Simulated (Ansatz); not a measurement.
# NH2 (SMILES [NH2]) at 6 levels

Wanted: a comparison of 6 runs (UHF/6-31G*, UB2PLYP/3-21G, UBHLYP/3-21G, UCAM-B3LYP/3-21G, UPBE0/3-21G, UCCSDT/3-21G) of NH2. 

The calculation is run with Ansatz 0.2.0.

48 further runs of the same task are left out: 48 set aside as unsound or not needed.

## 1. The structure to begin with

NH2: 3 atoms, total charge 0, spin state doublet. As SMILES, `[NH2]`. The H2–N1 distance was set to 2.535 Å, away from the relaxed value. At this shape a bond of the SMILES string is far longer than usual.

Bond lengths: N1–H3 1.014 Å.

## 2. The energy at UHF/6-31G(d) (spherical functions) (run 1)

molecule.yaml reads:

```yaml
basis:
  gaussian:
    orbitals: 6-31G_st_-spherical.json
crystal:
  periodic: [false, false, false]
  atoms:
    - {symbol: N, position_ang: [0.534574, -1.685873, 0.116416]}
    - {symbol: H, position_ang: [0.155580, 0.820260, 0.174790]}
    - {symbol: H, position_ang: [-0.235366, -2.141703, -0.361244]}
magnetization:
  spin_polarized: true
  initial_magnetization: 1
hamiltonian:
  xc: hf
accuracy: high
```

The basis set 6-31G* is read from a file made from the Basis Set Exchange's data (not shown).

Started as:

```bash
ansatz run molecule.yaml --threads 1 --pin off --max-ram 2610MiB --events-out events.jsonl --progress --plain --runs-dir runs
```

Output:

```text
Warning: RAYON_NUM_THREADS=1 ignored (pool sized by the plan → 1); use --threads N
Functional definition: HF
  name "HF"
  exchange = exact_x
  correlation = 0
327 factors; integrals over basis functions are off by at most 4.0e-9 eV
mean field evaluation 1: about -1501.7951 eV, gradient 1.7e1 eV
mean field evaluation 2: about -1501.7948 eV, gradient 1.7e1 eV
mean field evaluation 4: about -1505.9823 eV, gradient 7.4e0 eV
mean field evaluation 8: about -1509.0547 eV, gradient 2.5e-1 eV
mean field evaluation 16: about -1508.3425 eV, gradient 7.9e0 eV
mean field evaluation 32: about -1508.0337 eV, gradient 1.2e-1 eV
mean field evaluation 64: about -1509.0349 eV, gradient 1.1e0 eV
mean field evaluation 96: about -1509.0532 eV, gradient 2.5e-1 eV
mean field -1509.05550942 eV, -55.4567670965 hartree, gradient 2.1e-8 eV, S^2 1.740506; 2 other end points of the search recorded, 0 dependent functions left out
reference -1509.05550942 eV, -55.4567670965 hartree; 5, 4 occupied and 13, 14 virtual orbitals, 327 factors
Total energy: -1509.05550942 eV, -55.4567670965 hartree
```

Run time: 0.14 s. Hardware: 1 thread of Arm Neoverse V1, shared host.

## 3. The energy at UB2PLYP/3-21G (run 2)

job.yaml reads:

```yaml
crystal:
  periodic: [false, false, false]
  atoms:
    - {symbol: "N", position_ang: [0.534574, -1.685873, 0.116416]}
    - {symbol: H, position_ang: [0.155580, 0.820260, 0.174790]}
    - {symbol: H, position_ang: [-0.235366, -2.141703, -0.361244]}
basis:
  gaussian: {orbitals: 3-21G.json}
magnetization: {spin_polarized: true, initial_magnetization: 1}
hamiltonian: {xc: {name: B2PLYP}}
correlation: {frozen_orbitals: {H: 0, "N": 1}}
accuracy: high
```

The basis set 3-21G is read from a file made from the Basis Set Exchange's data (not shown).

Started as:

```bash
ansatz run job.yaml --threads 1 --pin off --max-ram 2610MiB --events-out events.jsonl --progress --plain --runs-dir runs
```

Output (excerpt; [...] marks lines left out):

```text
Warning: RAYON_NUM_THREADS=1 ignored (pool sized by the plan → 1); use --threads N
Functional definition: B2PLYP
  name "B2PLYP"
[...]
243 factors; integrals over basis functions are off by at most 3.7e-9 eV
[...]
mean field -1505.50401764 eV, -55.3262521809 hartree, gradient 3.5e-8 eV, S^2 1.713415; 8 other end points of the search recorded, 0 dependent functions left out
1 core orbitals not correlated: weight in the atoms' cores, before any rotation towards them, 1.000 or more for the frozen orbitals, at most 0.000 for the correlated occupied ones
reference -1505.50403056 eV, -55.3262526557 hartree; 4, 3 occupied and 8, 9 virtual orbitals, 243 factors
second order -1.80911320 eV of doubles, -0.00000000 eV of singles
Total energy: -1505.99249112 eV, -55.3442032504 hartree
```

Run time: 2.3 s. Hardware: 1 thread of Arm Neoverse V1, shared host; peak memory 0.091 GiB.

Runs 3 to 5 aren't shown in full; the table further down has their settings and results.

## 4. The energy at UCCSDT/3-21G (run 6)

molecule.yaml reads:

```yaml
crystal:
  periodic: [false, false, false]
  atoms:
    - symbol: N
      position_ang: [0.534574, -1.685873, 0.116416]
    - symbol: H
      position_ang: [0.155580, 0.820260, 0.174790]
    - symbol: H
      position_ang: [-0.235366, -2.141703, -0.361244]
basis:
  gaussian: {orbitals: 3-21G.json}
scf: {omitted_lower_state_checks: [cluster_reference, increment]}
magnetization: {spin_polarized: true, initial_magnetization: 1}
accuracy: high
correlation: {method: ccsdt, frozen_orbitals: {H: 0, "N": 1}}
```

The basis set 3-21G is read from a file made from the Basis Set Exchange's data (not shown).

Started as:

```bash
ansatz run molecule.yaml --threads 1 --pin off --max-ram 2610MiB --events-out events.jsonl --progress --plain --runs-dir runs
```

Output:

```text
Warning: RAYON_NUM_THREADS=1 ignored (pool sized by the plan → 1); use --threads N
[... 16 lines left out ...]
1 core orbitals not correlated: weight in the atoms' cores, before any rotation towards them, 1.000 or more for the frozen orbitals, at most 0.000 for the correlated occupied ones
[... 55 lines left out ...]
Total energy: -1502.70320272 eV, -55.2233241313 hartree
Checks for a lower state left out: cluster_reference, increment
```

Run time: 1.2 s. Hardware: 1 thread of Arm Neoverse V1, shared host.

## 5. The series

```csv
run,level,frozen core orbitals,energy (Eh),⟨S²⟩,wall time
1,UHF/6-31G* (spherical functions),–,-55.456767,1.741,0.14 s
2,UB2PLYP/3-21G,1,-55.344203,1.713,2.3 s
3,UBHLYP/3-21G,–,-55.391054,1.706,1.8 s
4,UCAM-B3LYP/3-21G,–,-55.384677,1.689,2.3 s
5,UPBE0/3-21G,–,-55.349833,1.695,1.9 s
6,UCCSDT/3-21G,1,-55.223324,1.739,1.2 s
```

## 6. Summary of results

```
                                         quantity         value
                              run 6: total energy  -55.22332 Eh
run 6: correlation energy (1 core orbital frozen)     -67.8 mEh
         run 6: ⟨S²⟩ of the reference determinant         1.739
                             run 6: T1 diagnostic         0.033
```

What this shows: Totals of different functionals can't be ranked against each other. Spin contamination of the reference: run 1 ⟨S²⟩ = 1.74, run 6 ⟨S²⟩ = 1.74, run 2 ⟨S²⟩ = 1.71, run 3 ⟨S²⟩ = 1.71, run 5 ⟨S²⟩ = 1.69, run 4 ⟨S²⟩ = 1.69. Where it is this large, the reference is a mixture of spin states, and values that rest on it are in doubt. All runs together took 9.6 s, the longest 2.3 s.
